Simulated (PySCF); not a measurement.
**One shape, several levels: C5H10 (1,1-dimethylcyclopropane)**

Aim: a comparison of 6 runs (HF/STO-3G, HF/3-21G, B2PLYP/6-31G*, B3LYP/6-31G*, wB97M-V/6-31G*, SCS-MP2/6-31G*) of C5H10 (1,1-dimethylcyclopropane). Input form: a Python script.

The calculation is run with PySCF 2.14.0.

2 further runs of the same task are left out: 2 set aside as unsound or not needed.

### 1 The system as given

C5H10 has 15 atoms, charge 0, and is taken as a singlet. SMILES: `CC1(C)CC1`. The coordinates come from a PBE0-D4/def2-TZVP relaxation.

Bond lengths: C1–C2 1.505 Å, C2–C3 1.505 Å, C2–C4 1.499 Å, C2–C5 1.499 Å, C4–C5 1.503 Å, C1–H6 1.093 Å, C1–H7 1.094 Å, C1–H8 1.094 Å, C3–H9 1.094 Å, C3–H10 1.093 Å, C3–H11 1.094 Å, C4–H12 1.084 Å, C4–H13 1.084 Å, C5–H14 1.084 Å, C5–H15 1.084 Å. Some angles: C1–C2–C3 114.7°, C1–C2–C4 117.8°, C1–C2–C5 117.8°, C3–C2–C4 117.8°, C3–C2–C5 117.8°, C4–C2–C5 60.2°, C2–C4–C5 59.9°, C2–C5–C4 59.9°, C2–C1–H6 111.3°, C2–C1–H7 111.0°.

### 2 The energy at HF/STO-3G (run 1)

mol.xyz reads:

```xyz
15
C5H10
C     -1.132900    -0.843560    -0.636260
C      0.010570    -0.058040    -0.051870
C      1.372600    -0.472900    -0.540570
C     -0.112240     0.405290     1.368040
C     -0.215430     1.394290     0.240680
H     -2.092590    -0.497540    -0.245300
H     -1.160010    -0.745320    -1.725980
H     -1.039000    -1.908050    -0.399820
H      1.572780    -1.521870    -0.300840
H      2.159350     0.130900    -0.082280
H      1.451680    -0.358170    -1.626140
H     -1.017640     0.157450     1.909590
H      0.783030     0.423880     1.978450
H      0.610250     2.079970     0.090560
H     -1.190440     1.813660     0.021750
```

job.py reads:

```python
from pyscf import gto

mol = gto.M(
    atom='mol.xyz',
    basis='sto-3g',
    verbose=4,
    max_memory=1860,
)

mf = mol.RHF()
mf.conv_tol = 1e-10
mf.kernel()
if not mf.converged:
    mf = mf.newton().run(mf.mo_coeff, mf.mo_occ)

energy = mf.e_tot
print('E(%s) = %.9f' % ('HF', energy))
```

Run with:

```
$ OMP_NUM_THREADS=1 python job.py
```

Log:

```text
PySCF version 2.14.0

[... 65 lines left out ...]
converged SCF energy = -192.830338631351
E(HF) = -192.830338631
```

It took 0.5 s on 1 thread of AMD EPYC 9R45 (Zen 5), shared host; peak memory 0.12 GiB.

### 3 The energy at HF/3-21G (run 2)

calc.py reads:

```python
from pyscf import gto, scf

mol = gto.Mole()
mol.atom = '''
C       -1.132900      -0.843560      -0.636260
C        0.010570      -0.058040      -0.051870
C        1.372600      -0.472900      -0.540570
C       -0.112240       0.405290       1.368040
C       -0.215430       1.394290       0.240680
H       -2.092590      -0.497540      -0.245300
H       -1.160010      -0.745320      -1.725980
H       -1.039000      -1.908050      -0.399820
H        1.572780      -1.521870      -0.300840
H        2.159350       0.130900      -0.082280
H        1.451680      -0.358170      -1.626140
H       -1.017640       0.157450       1.909590
H        0.783030       0.423880       1.978450
H        0.610250       2.079970       0.090560
H       -1.190440       1.813660       0.021750
'''
mol.verbose = 3
mol.charge = 0
mol.basis = '3-21g'
mol.max_memory = 1860
mol.spin = 0
mol.build()

myscf = scf.RHF(mol)
myscf.conv_tol = 1e-10
myscf.kernel()
if not myscf.converged:
    myscf = myscf.newton().run(myscf.mo_coeff, myscf.mo_occ)

e_final = myscf.e_tot
print('E(%s) = %.9f' % ('HF', e_final))
```

Run with:

```
$ OMP_NUM_THREADS=1 python calc.py
```

Log:

```text
converged SCF energy = -194.044399492919
E(HF) = -194.044399493
```

Run time: 0.5 s. Hardware: 1 thread of AMD EPYC 9R45 (Zen 5), shared host; peak memory 0.12 GiB.

### 4 A single-point energy at B2PLYP/6-31G(d) (spherical functions) (run 3)

input.xyz reads:

```xyz
15

C     -1.132900    -0.843560    -0.636260
C      0.010570    -0.058040    -0.051870
C      1.372600    -0.472900    -0.540570
C     -0.112240     0.405290     1.368040
C     -0.215430     1.394290     0.240680
H     -2.092590    -0.497540    -0.245300
H     -1.160010    -0.745320    -1.725980
H     -1.039000    -1.908050    -0.399820
H      1.572780    -1.521870    -0.300840
H      2.159350     0.130900    -0.082280
H      1.451680    -0.358170    -1.626140
H     -1.017640     0.157450     1.909590
H      0.783030     0.423880     1.978450
H      0.610250     2.079970     0.090560
H     -1.190440     1.813660     0.021750
```

input.py reads:

```python
from pyscf import gto, dft, mp

molecule = gto.M(
    atom='input.xyz',
    basis='6-31g*',
    verbose=3,
    max_memory=1860,
)

mf = dft.RKS(molecule, xc='0.53*HF + 0.47*B88, 0.73*LYP')
mf.grids.level = 5
mf.conv_tol = 1e-10
mf.kernel()
if not mf.converged:
    mf = mf.newton().run(mf.mo_coeff, mf.mo_occ)

pt = mp.MP2(mf, frozen=5).run()
e_final = mf.e_tot + 0.27 * pt.e_corr
print('PT2 part  %.8f' % (0.27 * pt.e_corr))
print('E = %.10f Eh' % e_final)
```

Run with:

```
$ OMP_NUM_THREADS=1 python input.py
```

Log:

```text
converged SCF energy = -196.046668826008
E(RMP2) = -196.83852814938  E_corr = -0.791859323372374
E(SCS-RMP2) = -196.831221592224  E_corr = -0.784552766216434
PT2 part  -0.21380202
E = -196.2604708433 Eh
```

Wall time 11 s (1 thread of AMD EPYC 9R45 (Zen 5), shared host); peak memory 0.47 GiB.

Runs 4 to 5 aren't shown in full; the table further down has their settings and results.

### 5 The energy at SCS-MP2/6-31G(d) (spherical functions) (run 6)

run.py reads:

```python
from pyscf import gto, scf, mp

system = gto.M(
    atom='''
C   -1.132900  -0.843560  -0.636260
C    0.010570  -0.058040  -0.051870
C    1.372600  -0.472900  -0.540570
C   -0.112240   0.405290   1.368040
C   -0.215430   1.394290   0.240680
H   -2.092590  -0.497540  -0.245300
H   -1.160010  -0.745320  -1.725980
H   -1.039000  -1.908050  -0.399820
H    1.572780  -1.521870  -0.300840
H    2.159350   0.130900  -0.082280
H    1.451680  -0.358170  -1.626140
H   -1.017640   0.157450   1.909590
H    0.783030   0.423880   1.978450
H    0.610250   2.079970   0.090560
H   -1.190440   1.813660   0.021750
''',
    charge=0,
    max_memory=1860,
    verbose=3,
    basis='6-31g*',
)

calc0 = scf.RHF(system)
calc0.conv_tol = 1e-10
calc0.kernel()
if not calc0.converged:
    calc0 = calc0.newton().run(calc0.mo_coeff, calc0.mo_occ)

pt = mp.MP2(calc0, frozen=5).run()
e_final = calc0.e_tot + 1.2 * pt.e_corr_os + pt.e_corr_ss / 3
print('E = %.10f Eh' % e_final)
```

Run with:

```
$ OMP_NUM_THREADS=1 python run.py
```

Log:

```text
converged SCF energy = -195.131281939127
E(RMP2) = -195.781927372027  E_corr = -0.650645432900195
E(SCS-RMP2) = -195.77613204328  E_corr = -0.644850104153725
E = -195.7761320433 Eh
```

Wall time 1.5 s (1 thread of AMD EPYC 9R45 (Zen 5), shared host); peak memory 0.22 GiB.

### 6 Overview of the runs

```
run                                 level  frozen core orbitals  integration grid  energy (Eh)  dipole moment (D) of the reference  HOMO energy (eV)  LUMO energy (eV)  wall time
  1                             HF/STO-3G                     –                 –  -192.830339                                0.14             -9.52             13.19      0.5 s
  2                              HF/3-21G                     –                 –  -194.044399                                0.11            -10.55              7.01      0.5 s
  3   B2PLYP/6-31G* (spherical functions)                     5                 5  -196.260471                                0.10             -8.55              4.01       11 s
  4    B3LYP/6-31G* (spherical functions)                     –                 5  -196.524756                                0.10             -7.15              2.49       11 s
  5  wB97M-V/6-31G* (spherical functions)                     –                 5  -196.403074                                0.12             -9.64              4.72    1.8 min
  6  SCS-MP2/6-31G* (spherical functions)                     5                 –  -195.776132                                0.10            -10.51              6.22      1.5 s
```

### 7 What came out

```
                                          quantity          value
                               run 6: total energy  -195.77613 Eh
       run 6: dipole moment (Hartree–Fock density)         0.10 D
        run 6: HOMO energy (Hartree–Fock orbitals)      -10.51 eV
        run 6: LUMO energy (Hartree–Fock orbitals)        6.22 eV
      run 6: HOMO–LUMO gap (Hartree–Fock orbitals)       16.73 eV
run 6: correlation energy (5 core orbitals frozen)     -644.9 mEh
```

What this shows: Over runs 1, 2, 3, 4, 5 the dipole moment (its size) runs from 0.10 D (B3LYP/6-31G*) to 0.14 D (HF/STO-3G). The two ends differ in method and basis. Over runs 1, 2, 3, 4, 5 the HOMO–LUMO gap runs from 9.64 eV (B3LYP/6-31G*) to 22.71 eV (HF/STO-3G). Totals of different functionals can't be ranked against each other. In run 1 the basis is minimal, so the values are rough. All runs together took 2.2 min, the longest 1.8 min.
